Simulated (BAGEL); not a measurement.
# A workflow on AlH2SF (SMILES [F][AlH][SH])

We compute a geometry optimisation (PBE0/x2c-SV(P)all), then a structure relaxation (PBE0/x2c-SVPall), then a geometry optimisation (PBE0/x2c-TZVPall) of AlH2SF. 

The calculation is run with BAGEL 1.2.2.

1 further run of the same task is left out (set aside as unsound or not needed).

**1. The structure to begin with**

AlH2SF has 5 atoms, charge 0, and is taken as a singlet. As SMILES, `[F][AlH][SH]`. Geometry: relaxed at PBE0-D4/def2-TZVP. This is one conformer, not always the lowest. The run starts from this shape.

Bond lengths: F1–Al2 1.645 Å, Al2–S3 2.169 Å, Al2–H4 1.569 Å, S3–H5 1.345 Å. Angles: F1–Al2–S3 116.3°, F1–Al2–H4 119.8°, S3–Al2–H4 123.9°, Al2–S3–H5 91.6°.

**2. A geometry optimisation at PBE0/x2c-SV(P)all (DKH2, density fitting with tzvpp-jkfit, property bond length) (run 1)**

File calc.json:

```json
{ "bagel": [

{
  "title": "molecule",
  "basis": "x2c-sv_p_all.json",
  "df_basis": "tzvpp-jkfit",
  "angstrom": "true",
  "dkh": "true",
  "geometry": [
    { "atom": "F", "xyz": [   -1.203500,   -1.535800,    0.877500 ] },
    { "atom": "Al", "xyz": [   -0.513900,   -0.309100,    0.024800 ] },
    { "atom": "S", "xyz": [    1.536100,    0.182600,    0.533500 ] },
    { "atom": "H", "xyz": [   -1.341100,    0.430400,   -1.085200 ] },
    { "atom": "H", "xyz": [    1.572300,    1.158200,   -0.392100 ] }
  ]
},
{
  "title": "optimize",
  "internal": "false",
  "maxiter": 40,
  "method": [
    {
      "title": "ks",
      "xc_func": "pbe0"
    }
  ]
}

]}
```

The basis set x2c-SV(P)all is read from a file made from the Basis Set Exchange's data (not shown).

Command:

```console
$ BAGEL_NUM_THREADS=1 BAGEL calc.json > calc.out
```

The log of the run:

```text
* using 1 threads per process

  ===============================================================
  ===============================================================

  *** Geometry ***

  { "atom" : "F", "xyz" : [     -2.274285,     -2.902241,      1.658235 ] },
  { "atom" : "Al", "xyz" : [     -0.971130,     -0.584114,      0.046865 ] },
  { "atom" : "S", "xyz" : [      2.902808,      0.345064,      1.008169 ] },
  { "atom" : "H", "xyz" : [     -2.534312,      0.813338,     -2.050731 ] },
  { "atom" : "H", "xyz" : [      2.971216,      2.188681,     -0.740962 ] },

  Number of auxiliary basis functions:      369

  Since a DF basis is specified, we compute 2- and 3-index integrals:
    o Being stored without compression. Storage requirement is 0.009 GB

[... 9 lines left out ...]
    * Removing 7228 points whose weight is below 1.00e-10
[... 13 lines left out ...]
    * SCF iteration converged.
[... 1 line left out ...]
    * Permanent dipole moment:
[... 26 lines left out ...]
  === Convergence status ===
[... 1 line left out ...]
                         Maximum     Tolerance   Converged?
[... 4 lines left out ...]
  *** Geometry optimization started ***
     iter         energy               grad rms       time

      1       -742.72930627          0.00433467        3.03
      2       -742.72950310          0.00188018        3.06
      3       -742.72956415          0.00089491        3.01
[... 6 lines of this table left out ...]
     10       -742.72963160          0.00011437        3.02

  *** Geometry ***

  { "atom" : "F", "xyz" : [     -2.299397,     -2.924030,      1.667213 ] },
  { "atom" : "Al", "xyz" : [     -0.969278,     -0.583669,      0.047324 ] },
  { "atom" : "S", "xyz" : [      2.912780,      0.353885,      1.004389 ] },
  { "atom" : "H", "xyz" : [     -2.534211,      0.827188,     -2.064224 ] },
  { "atom" : "H", "xyz" : [      3.013490,      2.224008,     -0.753768 ] },

    * METHOD: OPTIMIZE                            30.09

  ===============================================================
```

It took 31 s on 1 thread of Arm Neoverse V2, shared host; peak memory 0.51 GiB.

Steps, from the record of the run:

```
step  energy from the first frame kept (eV)  largest force (eV/Å)
   0                                 0.0000                0.5547
   1                                -0.0054                0.2399
   2                                -0.0070                0.1027
   3                                -0.0078                0.0712
   4                                -0.0082                0.0463
   5                                -0.0084                0.0558
   6                                -0.0087                0.0314
   7                                -0.0088                0.0194
   8                                -0.0088                0.0167
   9                                -0.0089                0.0131
```

After the run. Bond lengths: F1–Al2 1.663 Å, Al2–S3 2.173 Å, Al2–H4 1.579 Å, S3–H5 1.359 Å. Angles: F1–Al2–S3 116.8°, F1–Al2–H4 119.7°, S3–Al2–H4 123.6°, Al2–S3–H5 92.5°.

**3. A geometry optimisation at PBE0/x2c-SVPall (DKH2, density fitting with tzvpp-jkfit, property bond length) (run 2)**

File input.json:

```json
{ "bagel": [

{
  "title": "molecule",
  "basis": "x2c-svpall.json",
  "df_basis": "tzvpp-jkfit",
  "angstrom": true,
  "dkh": true,
  "geometry": [
    { "atom": "F", "xyz": [      -1.203500,      -1.535800,       0.877500 ] },
    { "atom": "Al", "xyz": [      -0.513900,      -0.309100,       0.024800 ] },
    { "atom": "S", "xyz": [       1.536100,       0.182600,       0.533500 ] },
    { "atom": "H", "xyz": [      -1.341100,       0.430400,      -1.085200 ] },
    { "atom": "H", "xyz": [       1.572300,       1.158200,      -0.392100 ] }
  ]
},

{
  "title": "optimize",
  "opttype": "energy",
  "internal": false,
  "maxiter": 40,
  "method": [
    {
      "title": "ks",
      "xc_func": "pbe0"
    }
  ]
}

]}
```

The basis set x2c-SVPall is read from a file made from the Basis Set Exchange's data (not shown).

Command:

```console
$ BAGEL_NUM_THREADS=1 BAGEL input.json > input.out
```

The log of the run:

```text
* using 1 threads per process

  ===============================================================
  ===============================================================

  *** Geometry ***

  { "atom" : "F", "xyz" : [     -2.274285,     -2.902241,      1.658235 ] },
  { "atom" : "Al", "xyz" : [     -0.971130,     -0.584114,      0.046865 ] },
  { "atom" : "S", "xyz" : [      2.902808,      0.345064,      1.008169 ] },
  { "atom" : "H", "xyz" : [     -2.534312,      0.813338,     -2.050731 ] },
  { "atom" : "H", "xyz" : [      2.971216,      2.188681,     -0.740962 ] },

  Number of auxiliary basis functions:      369

  Since a DF basis is specified, we compute 2- and 3-index integrals:
    o Being stored without compression. Storage requirement is 0.011 GB

[... 9 lines left out ...]
    * Removing 7228 points whose weight is below 1.00e-10
[... 13 lines left out ...]
    * SCF iteration converged.
[... 1 line left out ...]
    * Permanent dipole moment:
[... 26 lines left out ...]
  === Convergence status ===
[... 1 line left out ...]
                         Maximum     Tolerance   Converged?
[... 4 lines left out ...]
  *** Geometry optimization started ***
     iter         energy               grad rms       time

      1       -742.73638041          0.00391534        3.50
      2       -742.73653363          0.00141818        3.46
      3       -742.73656317          0.00061770        3.49
[... 4 lines of this table left out ...]
      8       -742.73659321          0.00006865        3.50

  *** Geometry ***

  { "atom" : "F", "xyz" : [     -2.296474,     -2.921494,      1.666168 ] },
  { "atom" : "Al", "xyz" : [     -0.968467,     -0.580892,      0.045034 ] },
  { "atom" : "S", "xyz" : [      2.911642,      0.351553,      1.006096 ] },
  { "atom" : "H", "xyz" : [     -2.532325,      0.820726,     -2.057021 ] },
  { "atom" : "H", "xyz" : [      2.992961,      2.208846,     -0.749091 ] },

    * METHOD: OPTIMIZE                            27.98

  ===============================================================
```

It took 28 s on 1 thread of Arm Neoverse V2, shared host; peak memory 0.55 GiB.

Step by step:

```
step  energy from the first frame kept (eV)  largest force (eV/Å)
   0                                 0.0000                0.5515
   1                                -0.0042                0.2128
   2                                -0.0050                0.0620
   3                                -0.0054                0.0429
   4                                -0.0055                0.0297
   5                                -0.0056                0.0357
   6                                -0.0057                0.0248
   7                                -0.0058                0.0088
```

After the run. Bond lengths: F1–Al2 1.663 Å, Al2–S3 2.172 Å, Al2–H4 1.572 Å, S3–H5 1.353 Å. Angles: F1–Al2–S3 116.6°, F1–Al2–H4 119.6°, S3–Al2–H4 123.8°, Al2–S3–H5 92.0°.

**4. A geometry optimisation at PBE0/x2c-TZVPall (DKH2, density fitting with tzvpp-jkfit, property bond length) (run 3)**

File dft.json:

```json
{ "bagel": [

{
  "title": "molecule",
  "basis": "x2c-tzvpall.json",
  "df_basis": "tzvpp-jkfit",
  "angstrom": "true",
  "dkh": "true",
  "geometry": [
    { "atom": "F", "xyz": [   -1.203500,   -1.535800,    0.877500 ] },
    { "atom": "Al", "xyz": [   -0.513900,   -0.309100,    0.024800 ] },
    { "atom": "S", "xyz": [    1.536100,    0.182600,    0.533500 ] },
    { "atom": "H", "xyz": [   -1.341100,    0.430400,   -1.085200 ] },
    { "atom": "H", "xyz": [    1.572300,    1.158200,   -0.392100 ] }
  ]
},
{
  "title": "optimize",
  "internal": "false",
  "maxiter": 40,
  "method": [
    {
      "title": "ks",
      "xc_func": "pbe0",
      "charge": 0
    }
  ]
}

]}
```

The basis set x2c-TZVPall is read from a file made from the Basis Set Exchange's data (not shown).

Command:

```console
$ BAGEL_NUM_THREADS=1 BAGEL dft.json > dft.out
```

The log of the run:

```text
* using 1 threads per process

  ===============================================================
  ===============================================================

  *** Geometry ***

  { "atom" : "F", "xyz" : [     -2.274285,     -2.902241,      1.658235 ] },
  { "atom" : "Al", "xyz" : [     -0.971130,     -0.584114,      0.046865 ] },
  { "atom" : "S", "xyz" : [      2.902808,      0.345064,      1.008169 ] },
  { "atom" : "H", "xyz" : [     -2.534312,      0.813338,     -2.050731 ] },
  { "atom" : "H", "xyz" : [      2.971216,      2.188681,     -0.740962 ] },

  Number of auxiliary basis functions:      369

  Since a DF basis is specified, we compute 2- and 3-index integrals:
    o Being stored without compression. Storage requirement is 0.040 GB

[... 9 lines left out ...]
    * Removing 7228 points whose weight is below 1.00e-10
[... 13 lines left out ...]
    * SCF iteration converged.
[... 1 line left out ...]
    * Permanent dipole moment:
[... 26 lines left out ...]
  === Convergence status ===

                         Maximum     Tolerance   Converged?
  * Gradient            0.000255      0.000300          Yes
  * Displacement        0.000255      0.001200          Yes
  * Energy change    -743.107822      0.000001           No

  *** Geometry optimization started ***
     iter         energy               grad rms       time

      1       -743.10782208          0.00011857        9.28

  *** Geometry ***

  { "atom" : "F", "xyz" : [     -2.274285,     -2.902241,      1.658235 ] },
  { "atom" : "Al", "xyz" : [     -0.971130,     -0.584114,      0.046865 ] },
  { "atom" : "S", "xyz" : [      2.902808,      0.345064,      1.008169 ] },
  { "atom" : "H", "xyz" : [     -2.534312,      0.813338,     -2.050731 ] },
  { "atom" : "H", "xyz" : [      2.971216,      2.188681,     -0.740962 ] },

    * METHOD: OPTIMIZE                             9.28

  ===============================================================
```

Run time: 9.6 s. Hardware: 1 thread of Arm Neoverse V2, shared host; peak memory 0.87 GiB.

**5. Outcome**

| quantity | value |
| --- | --- |
| run 1, PBE0/x2c-SV(P)all: total energy at the end | -742.72963 Eh |
| run 2, PBE0/x2c-SVPall: total energy at the end | -742.73659 Eh |
| run 3, PBE0/x2c-TZVPall: total energy at the end | -743.10782 Eh |

What this shows: The optimisation (run 1, PBE0/x2c-SV(P)all) took 10 steps and changed the energy by -0.009 eV. The optimisation (run 2, PBE0/x2c-SVPall) took 8 steps and changed the energy by -0.006 eV.
